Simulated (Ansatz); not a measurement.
# UCCSDT(Q)/STO-3G run of BNH2 (SMILES B[N])

Aim: the vertical ionisation energy of BNH2 at UCCSDT(Q)/STO-3G, from 2 runs. 

The calculation is run with Ansatz 0.2.0.

50 further runs of the same task are left out: 50 set aside as unsound or not needed.

## 1. The system as given

BNH2: 4 atoms, total charge 0, spin state triplet. As SMILES, `B[N]`. The shape is that of a GFN2-xTB optimisation.

Bond lengths: B1–N2 1.312 Å, B1–H3 1.184 Å, B1–H4 1.184 Å. Angles: N2–B1–H3 118.7°, N2–B1–H4 118.7°, H3–B1–H4 122.6°.

## 2. A single-point energy at UCCSDT(Q)/STO-3G

File in.yaml:

```yaml
crystal:
  periodic: [false, false, false]
  atoms:
    - symbol: B
      position_ang: [-0.035750, 0.006580, -0.023930]
    - symbol: "N"
      position_ang: [1.041780, -0.191660, 0.697680]
    - symbol: H
      position_ang: [-1.056920, -0.473990, 0.334600]
    - symbol: H
      position_ang: [0.050890, 0.659060, -1.008340]
basis:
  gaussian: {orbitals: STO-3G}
magnetization: {spin_polarized: true, initial_magnetization: 2}
correlation: {method: ccsdt_q, frozen_orbitals: {B: 1, H: 0, "N": 1}}
accuracy: high
scf: {omitted_lower_state_checks: [cluster_reference, increment]}
```

The run is started by

```sh
$ ansatz run in.yaml --threads 1 --pin off --max-ram 2610MiB --events-out events.jsonl --progress --plain --runs-dir runs
```

Log (excerpt; [...] marks lines left out):

```text
Warning: RAYON_NUM_THREADS=1 ignored (pool sized by the plan → 1); use --threads N
Functional definition: HF
  name "HF"
[...]
188 factors; integrals over basis functions are off by at most 8.2e-9 eV
[...]
mean field -2154.79284487 eV, -79.1871764778 hartree, gradient 7.9e-8 eV, S^2 2.006202; 4 other end points of the search recorded, 0 dependent functions left out
2 core orbitals not correlated: weight in the atoms' cores, before any rotation towards them, 1.000 or more for the frozen orbitals, at most 0.000 for the correlated occupied ones
reference -2154.79284487 eV, -79.1871764778 hartree; 6, 4 occupied and 4, 6 virtual orbitals, 188 factors
second order -1.24546574 eV of doubles, -0.00000000 eV of singles
cycle   1  -1.58163412 eV  change   -3.4e-1 eV  update   5.1e-2
[...]
cycle  28  -1.84208691 eV  change   2.5e-10 eV  update   1.1e-9
perturbative correction -0.00044964 eV, -0.0000165238 hartree
Total energy: -2156.63538141 eV, -79.2548884469 hartree
Checks for a lower state left out: cluster_reference, increment
```

It took 2.2 s on 1 thread of Arm Neoverse V1, shared host.

## 3. The doublet cation, same level

File run.yaml:

```yaml
crystal:
  periodic: [false, false, false]
  atoms:
    - {symbol: B, position_ang: [-0.035750, 0.006580, -0.023930]}
    - {symbol: N, position_ang: [1.041780, -0.191660, 0.697680]}
    - {symbol: H, position_ang: [-1.056920, -0.473990, 0.334600]}
    - {symbol: H, position_ang: [0.050890, 0.659060, -1.008340]}
basis:
  gaussian:
    orbitals: STO-3G
total_charge: 1
magnetization:
  spin_polarized: true
  initial_magnetization: 1
correlation:
  method: ccsdt_q
  frozen_orbitals: {B: 1, H: 0, "N": 1}
accuracy: high
scf:
  omitted_lower_state_checks: [cluster_reference, increment]
```

The run is started by

```sh
$ ansatz run run.yaml --threads 1 --pin off --max-ram 2610MiB --events-out events.jsonl --progress --plain --runs-dir runs
```

Log:

```text
Warning: RAYON_NUM_THREADS=1 ignored (pool sized by the plan → 1); use --threads N
[... 14 lines left out ...]
2 core orbitals not correlated: weight in the atoms' cores, before any rotation towards them, 1.000 or more for the frozen orbitals, at most 0.000 for the correlated occupied ones
[... 67 lines left out ...]
Total energy: -2147.69368120 eV, -78.9262870249 hartree
Checks for a lower state left out: cluster_reference, increment
```

It took 0.74 s on 1 thread of Arm Neoverse V1, shared host.

## 4. Outcome

Level: UCCSDT(Q)/STO-3G, 2 core orbitals frozen.

| quantity | value |
| --- | --- |
| triplet BNH2: total energy | -79.25489 Eh |
| triplet BNH2: correlation energy (2 core orbitals frozen) | -67.7 mEh |
| triplet BNH2: ⟨S²⟩ of the reference determinant | 2.006 |
| triplet BNH2: T1 diagnostic | 0.017 |
| doublet cation: total energy | -78.92629 Eh |
| doublet cation: correlation energy (2 core orbitals frozen) | -97.8 mEh |
| doublet cation: ⟨S²⟩ of the reference determinant | 1.090 |
| doublet cation: T1 diagnostic | 0.102 |
| vertical ionisation energy (to the doublet cation) | 8.942 eV |

What this shows: The vertical ionisation energy comes to 8.94 eV (863 kJ/mol). In a minimal basis such a difference can be off by several eV, whatever the method. ⟨S²⟩ (doublet cation) is 1.09 where a pure doublet has 0.75: the reference is spin-contaminated. The T1 diagnostic (doublet cation) of 0.102 is above the customary mark for such species, so a single reference may not serve.
